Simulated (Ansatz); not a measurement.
Wurtzite GaN, relaxed in Ansatz (plane waves) with several semilocal functionals. Each gives its own volume and its own elastic constant C11:

```tsv
level	V0 (Å³/atom)	elastic constant C11 (GPa)	ln V0	ln C11
LDA	11.050	367.7	2.4024	5.9073
PBEsol	11.371	344.4	2.4311	5.8418
PBE	11.757	323.8	2.4644	5.7801
```

Fit a straight line to ln C11 against ln V0. What does it predict for r²SCAN, whose volume is 11.370 Å³/atom?

With x = ln V0 and y = ln C11: means 2.43263 and 5.84307; Σ(Δx Δy) = -0.003940, Σ(Δx²) = 0.001926, so the slope is -2.05. At x = 2.4310 the line gives y = 5.84307 + (-2.05) × (2.4310 − 2.43263) = 5.8464, or 346.0 GPa. The run with r²SCAN gives 363.0 GPa, +4.9 % from the line. The rows used scatter about it by up to 0.4 %, while the largest value lies 14 % above the smallest.

Measured: 390 GPa (measured, temperature not stated, no zero-point or thermal correction, our sources range from 359 to 390; as tabulated in Oses et al. (2018), arXiv:1811.08464).

Ansatz's density-functional and Hartree–Fock values are scalar-relativistic unless marked +SOC, with PAW data made under PBE.

Ansatz is a first-principles code.
